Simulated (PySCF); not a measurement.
C₄H₂ClS (doublet state).
Numbering: `[Cl:1][c:2]1[cH:3][cH:4][c:5][s:6]1` (hydrogens: H7 on C3; H8 on C4)

Method used: PySCF, PBE0-D3(BJ)/def2-SVP geometry optimisation, gas phase.

Problem. List the bond lengths and angles at this level.

Solution. 
```
  bond  length (Å)     order
Cl1–C2       1.709    single
 C2–C3       1.369  aromatic
 C3–C4       1.435  aromatic
 C4–C5       1.355  aromatic
 C5–S6       1.702  aromatic
 C2–S6       1.745  aromatic
 C3–H7       1.091    single
 C4–H8       1.091    single
```

Orders are formal, as drawn. A selection of angles:
```
    angle  degrees
Cl1–C2–C3    127.4
Cl1–C2–S6    120.2
 C3–C2–S6    112.4
 C2–C3–C4    112.5
 C2–C3–H7    123.0
 C4–C3–H7    124.5
 C3–C4–C5    109.9
 C3–C4–H8    124.3
 C5–C4–H8    125.8
 C4–C5–S6    116.0
 C2–S6–C5     89.2
```

C4 (carbon bonded to 2 C and H) is planar (angles 125.8°, 124.3° and 109.9°, sum 360.0°, 0.00 Å off the plane of its three neighbours). S6 (sulfur bonded to 2 C) is bent (angle 89.2°). C5 (carbon bonded to C and S) is bent (angle 116.0°). The C–C distances run from 1.355 Å (C4–C5, aromatic) to 1.435 Å (C3–C4, aromatic), a spread of 0.080 Å. The 5-membered ring C2–C3–C4–C5–S6 has internal angles of 89.2° to 116.0°; it is planar, 0.00 Å rms from its mean plane, widest ring torsion 0°. The 6 heavy atoms lie in one plane (0.001 Å rms). The C–S distances run from 1.702 Å (C5–S6, aromatic) to 1.745 Å (C2–S6, aromatic), a spread of 0.043 Å.

Point group: Cs (tolerance 0.08 Å). No PBE0-D3(BJ)/def2-SVP frequencies stand behind this structure, so it isn't proved a minimum. ⟨S²⟩ = 0.766 (exact for a doublet: 0.75).
